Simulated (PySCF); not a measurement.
System: diamond. Method: Hartree–Fock in PySCF (GTH pseudopotentials, Gaussian basis).

The cell has the measured lattice: a = 3.5670 Å, b = 3.5670 Å, c = 3.5670 Å, α = 90.00°, β = 90.00°, γ = 90.00°.

Give the computed band gap and smallest direct gap on the k points sampled.


- band gap = 12.45 eV ± 0.2
- smallest direct gap on the k points sampled = 14.77 eV ± 0.2

Note: cell and atoms aren't relaxed at this level.

A ± is a rough bar: the spread of an extrapolation, a floor set from checks against published values, or a statistical error.

The computed numbers hold no vibrational or temperature effects.
